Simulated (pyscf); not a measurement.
Thermochemistry of product channels of fluoride (F⁻) + H₃C–CH₂–I on the singlet surface, in kcal/mol, from CCSD(T)/def2-TZVPPD + ΔMP2(QZVPPD) energies (ideal gas, 1 atm, RRHO with modes under 100 cm⁻¹ raised to 100, one conformer, R ln 2 for chiral ones without a mode under 150 cm⁻¹). Single points on ωB97X-D3(BJ)/def2-SVPD structures (PySCF, gas phase). Correlated levels are frozen-core, on RHF or UHF. ΔMP2 is the change of the MP2 total energy from the triple- to the quadruple-zeta basis.

```json
[
 {"products": "H₃C–CH₂–F + I⁻", "ΔE": "[?]", "ΔH(298 K)": "-46.6", "ΔG(900 K)": "-44.8", "ΔG(1200 K)": "-43.9"},
 {"products": "hydrogen fluoride (HF) + ethylene (H₂C=CH₂) + I⁻", "ΔE": "[?]", "ΔH(298 K)": "-34.2", "ΔG(900 K)": "-60.7", "ΔG(1200 K)": "-69.4"}
]
```

**Question.** What belongs in the gaps?

**Answer.** 
- H₃C–CH₂–F + I⁻, ΔE: -47.8
- hydrogen fluoride (HF) + ethylene (H₂C=CH₂) + I⁻, ΔE: -32.2

These are energies of the channels, which say nothing of barriers. The CCSD(T) − MP2 part came from Ansatz, without density fitting, on the same reference. The frozen core leaves the outer d or s,p core shells of the metals and heavy elements correlated in the MP2 and CC values, and def2-TZVPP describes them poorly, which can shift differences by a few kcal/mol. Elements past Kr carry the def2 core potentials, without spin-orbit coupling.
